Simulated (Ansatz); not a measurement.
`C#CCO` + `[SiH3]`• → `C#CC[O]`• + SiH₄ at 298.15 K and 1 bar (hydrogen abstraction from the O–H bond).

Calculated with Ansatz (gas phase, PBE0-D4/def2-TZVP geometries, no zero-point term in ΔE). CCSD(T)/CBS is the MP2 limit (def2-TZVPP, def2-QZVPP) plus CCSD(T) − MP2 in def2-TZVPP, frozen cores. This one scheme is used for every species. Open shells (•) are unrestricted, without spin–orbit coupling. One conformer a species, not always the lowest.

```csv
species,CCSD(T)/CBS energy (Eh),H − E (kJ/mol),S (J/(mol·K))
`C#CCO`,-191.65368,176.2,284.7
`[SiH3]`•,-290.80808,66.0,217.1
`C#CC[O]`•,-190.96923,136.7,284.9
SiH₄,-291.46306,92.1,204.8
```

H − E and S are ideal-gas, rigid-rotor, harmonic terms from PBE0-D4/def2-TZVP, for one conformer and one mirror image of each species, with the whole ground term of open shells counted as degenerate. 1 Eh = 2625.50 kJ/mol, R = 8.31446 J/(mol·K).

Q: By hand: ΔE, ΔH, ΔS and ΔG.

A: ΔE = (-190.96923) + (-291.46306) − (-191.65368) − (-290.80808) = 0.02947 Eh = 77.4 kJ/mol. Δ(H − E) = 136.7 + 92.1 − 176.2 − 66.0 = -13.4, so ΔH = 64.0 kJ/mol. ΔS = 284.9 + 204.8 − 284.7 − 217.1 = -12.1 J/(mol·K). ΔG = 64.0 − 298.15 × (-12.1)/1000 = 67.6 kJ/mol.

Q: By hand: the equilibrium constant, and the temperature at which ΔG would vanish if ΔH and ΔS stayed fixed.

A: log₁₀ K = −ΔG/(RT ln 10) = -11.8. ΔH and −TΔS have one sign here, so there is no such temperature.

The number of gas molecules stays the same, so ΔS is small and ΔH decides. A doubt of 5 kJ/mol in ΔE shifts log₁₀ K by 0.9 here. Other conformers and mirror images would add mixing entropy, several J/(mol·K) or more a flexible species. These are equilibria of isolated gas molecules and say nothing of rates. Largest T1 diagnostic: 0.019 (customary marks: 0.02 for closed shells, 0.045 for open ones).

ΔS is within the doubt of such terms, so its sign, and with it that verdict, could turn.
